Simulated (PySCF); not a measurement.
## TDDFT beside published excitation energies

Published values to compare with (the computed states carry no symmetry labels, so the two lists aren't matched line by line):

```json
{"state": "3B1u(π→π*)", "E (eV)": "3.95", "f": "", "kind of transition": "band maximum or as reported", "source": "[1]"}
{"state": "3B1u(π→π*)", "E (eV)": "4.12", "f": "", "kind of transition": "vertical absorption", "source": "[2]"}
{"state": "3B1u(π→π*)", "E (eV)": "4.16", "f": "", "kind of transition": "vertical absorption", "source": "[3]"}
{"state": "3E1u(π→π*)", "E (eV)": "4.75", "f": "", "kind of transition": "band maximum or as reported", "source": "[1]"}
{"state": "3E1u(π→π*)", "E (eV)": "4.85", "f": "", "kind of transition": "vertical absorption", "source": "[3]"}
{"state": "1B2u(π→π*)", "E (eV)": "4.90", "f": "", "kind of transition": "band maximum or as reported", "source": "[1]"}
{"state": "3E1u(π→π*)", "E (eV)": "4.90", "f": "", "kind of transition": "vertical absorption", "source": "[2]"}
{"state": "1B2u(π→π*)", "E (eV)": "5.05", "f": "", "kind of transition": "vertical absorption", "source": "[4]"}
{"state": "1B2u(π→π*)", "E (eV)": "5.06", "f": "", "kind of transition": "vertical absorption", "source": "[3]"}
{"state": "1B2u(π→π*)", "E (eV)": "5.07", "f": "", "kind of transition": "vertical absorption", "source": "[2]"}
{"state": "3B2u(π→π*)", "E (eV)": "5.60", "f": "", "kind of transition": "band maximum or as reported", "source": "[1]"}
{"state": "3B2u(π→π*)", "E (eV)": "5.81", "f": "", "kind of transition": "vertical absorption", "source": "[3]"}
{"state": "3B2u(π→π*)", "E (eV)": "6.04", "f": "", "kind of transition": "vertical absorption", "source": "[2]"}
{"state": "1B1u(π→π*)", "E (eV)": "6.20", "f": "", "kind of transition": "band maximum or as reported", "source": "[1]"}
{"state": "1E1g(π→3s)", "E (eV)": "6.33", "f": "", "kind of transition": "band maximum or as reported", "source": "[1]"}
{"state": "1B1u(π→π*)", "E (eV)": "6.43", "f": "", "kind of transition": "vertical absorption", "source": "[4]"}
{"state": "1B1u(π→π*)", "E (eV)": "6.45", "f": "", "kind of transition": "vertical absorption", "source": "[3]"}
{"state": "1E1g(π→3s)", "E (eV)": "6.52", "f": "", "kind of transition": "vertical absorption", "source": "[4]"}
{"state": "1E1g(π→3s)", "E (eV)": "6.52", "f": "", "kind of transition": "vertical absorption", "source": "[3]"}
{"state": "1B1u(π→π*)", "E (eV)": "6.68", "f": "", "kind of transition": "vertical absorption", "source": "[2]"}
{"state": "1A2u(π→3p)", "E (eV)": "6.93", "f": "", "kind of transition": "band maximum or as reported", "source": "[1]"}
{"state": "1E2u(π→3p)", "E (eV)": "6.95", "f": "", "kind of transition": "band maximum or as reported", "source": "[1]"}
{"state": "1A2u(π→3p)", "E (eV)": "7.08", "f": "", "kind of transition": "vertical absorption", "source": "[4]"}
{"state": "1A2u(π→3p)", "E (eV)": "7.08", "f": "0.066", "kind of transition": "vertical absorption", "source": "[3]"}
{"state": "1E2u(π→3p)", "E (eV)": "7.15", "f": "", "kind of transition": "vertical absorption", "source": "[4]"}
{"state": "1E2u(π→3p)", "E (eV)": "7.15", "f": "", "kind of transition": "vertical absorption", "source": "[3]"}
{"state": "1E1u(π→π*)", "E (eV)": "7.17", "f": "", "kind of transition": "vertical absorption", "source": "[4]"}
{"state": "1A1u(π→3p)", "E (eV)": "7.23", "f": "", "kind of transition": "vertical absorption", "source": "[4]"}
```

[1] measured, gas; Loos, Lipparini, Boggio-Pasqua, Scemama, Jacquemin (2019), arXiv:1912.04173, literature columns
[2] computed, CC3/TZVP, gas; arXiv:2401.06101 (2024), CC3 reference column of Thiel's set
[3] computed, theoretical best estimate (aug-cc-pVTZ, frozen core, CC3 geometry), gas; Veril, Scemama, Caffarel, Lipparini, Boggio-Pasqua, Jacquemin, Loos, WIREs Comput. Mol. Sci. 2021, 11, e1517 (QUESTDB)
[4] computed, theoretical best estimate (aug-cc-pVTZ), revised with CC4, gas; Loos, Lipparini, Matthews, Blondel, Jacquemin, revising reference values with EOM-CC4 (2022), arXiv:2204.11658

Species: benzene, C₆H₆.
SMILES: `c1ccccc1`

Computed, not measured: PySCF 2.14.0, density-fitted response routines, TDDFT PBE0/def2-SVPD, vertical, gas phase, core orbitals frozen in the response. Geometry: GFN2-xTB; no solvent, vibrations or thermal averaging.

Computed singlets: 5.59 eV (f 0.000); 6.30 eV (f 0.000); 7.26 eV (f 0.004 summed over 2 states); 7.27 eV (f 1.208 summed over 2 states); 7.76 eV (f 0.000); 7.81 eV (f 0.083). Computed triplets (Tamm–Dancoff): 4.19, 4.87, 4.87 eV.

Task: How does the lowest computed singlet compare with the best estimate listed for the lowest singlet (vertical absorption)?

Result: 5.59 eV against 5.05 eV for 1B2u(π→π*) [4]: a difference of +0.54 eV. Geometry and basis of the two calculations needn't be the same.

Task: How does the lowest computed triplet compare with the best estimate listed for the lowest triplet (vertical absorption)?

Result: 4.19 eV against 4.16 eV for 3B1u(π→π*) [3]: a difference of +0.03 eV. Geometry and basis of the two calculations needn't be the same.

Note on [4]: revises the 2021 QUESTDB value.

A measured band maximum holds vibronic effects and, in solution, solvent shifts, so it needn't equal the vertical energy.

On one thread of an Arm Neoverse V1, shared host, this took 21 s.
